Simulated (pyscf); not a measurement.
Optimised with ωB97X-D3(BJ)/def2-SVP in PySCF. MP2 and CC: frozen core, UHF for open shells. ΔMP2 is the change of the MP2 total energy from the triple- to the quadruple-zeta basis.

Task: PBE/def2-TZVP puts the barrier of H₂N–NH₂ (SMILES NN) + InH₃ (SMILES [InH3]) → H₂N–InH₂ (SMILES [NH2][InH2]) + NH₃ (SMILES N) (four-centre exchange; singlet surface; N–N, H–In broken, In–N, H–N formed) at 54.2 kcal/mol and the reaction energy at -45.2 kcal/mol, from the separated reactants. What do r²SCAN/def2-TZVP, PBE0-D3(BJ)/def2-TZVP, CCSD(T)/def2-TZVPP + ΔMP2(QZVPP) give on the same structures?

Result: r²SCAN: ΔE‡ = 57.6 kcal/mol, ΔE = -47.5 kcal/mol; PBE0-D3(BJ): ΔE‡ = 66.3 kcal/mol, ΔE = -44.8 kcal/mol; CCSD(T): ΔE‡ = 61.7 kcal/mol, ΔE = -50.0 kcal/mol. PBE's barrier lies under all of them, by 3.4 to 12.1 kcal/mol. Its reaction energy lies among theirs. Low barriers are usual for a GGA, whose delocalisation error favours stretched bonds. On the reactant side the descent ends in an adduct with a In–N contact, 22.8 kcal/mol under the separated species and 94.5 kcal/mol under the saddle at ωB97X-D3(BJ)/def2-TZVP. On the product side the descent ends in an adduct with a In–N contact (not fully relaxed), 19.8 kcal/mol under the separated species and 137.7 kcal/mol under the saddle at ωB97X-D3(BJ)/def2-TZVP. What is counted as formed (In–N) is already present as a longer contact in the reactant adduct; forming that adduct is a step of its own. At ωB97X-D3(BJ) the barrier from the zero used here is 71.7 kcal/mol. This is the saddle that the search found; another between the same sides may lie lower. One closed-shell reference is unstable to symmetry breaking; treat the single-reference values with care. The CCSD(T) − MP2 part came from Ansatz, without density fitting, on the same reference. The frozen core leaves the outer d or s,p core shells of the metals and heavy elements correlated in the MP2 and CC values, and def2-TZVPP describes them poorly, which can shift differences by a few kcal/mol. Elements past Kr carry the def2 core potentials, without spin-orbit coupling.
